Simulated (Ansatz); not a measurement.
Geometry optimisation, RKS PBE0/def2-SVP (Ansatz 0.2.0).

The input (input.yaml):

```yaml
crystal:
  periodic: [false, false, false]
  atoms:
    - { symbol: B, position_ang: [0.016267, -0.446956, -0.378413] }
    - { symbol: F, position_ang: [0.004092, 0.172521, 2.059204] }
    - { symbol: H, position_ang: [1.073413, 0.082863, -0.576422] }
    - { symbol: H, position_ang: [-1.066426, 0.024822, -0.58533] }
    - { symbol: Cl, position_ang: [0.06232, -2.20796, 0.09255] }
    - { symbol: H, position_ang: [0.047634, -0.73999, 2.200011] }
basis:
  gaussian: { orbitals: def2-SVP }
hamiltonian:
  xc: pbe0
relax:
  f_tol: 0.03
  max_steps: 50
```

Command:

```bash
$ ansatz run input.yaml --threads 1 --pin off --max-ram 2048MiB --backend cpu --events-out ev --progress --plain --runs-dir out
```

Problem. Where does it end, and by what steps?

Solution. The run converged. After 7 steps the energy has fallen by 0.090 eV; F2 moved furthest, 0.35 Å.

| step | energy less start (eV) | largest force component (eV/Å) | accepted |
| --- | --- | --- | --- |
| 0 | 0.0000 | 1.080 | yes |
| 1 | -0.0445 | 0.431 | yes |
| 2 | -0.0327 | 0.802 | no |
| 3 | -0.0707 | 0.163 | yes |
| 4 | -0.0846 | 0.293 | yes |
| 5 | -0.0885 | 0.190 | yes |
| 6 | -0.0896 | 0.060 | yes |
| 7 | -0.0897 | 0.009 | yes |

```xyz
6
Properties=species:S:1:pos:R:3
B 0.018 -0.409 -0.158
F 0.010 0.116 1.709
H 1.063 0.094 -0.469
H -1.054 0.037 -0.463
Cl 0.067 -2.180 0.186
H 0.035 -0.773 2.007
```

Whether the end is a true minimum wasn't checked by a vibrational analysis.

The run took 15 s on 1 thread of Arm Neoverse V1, on a shared host, peak memory 0.12 GiB.
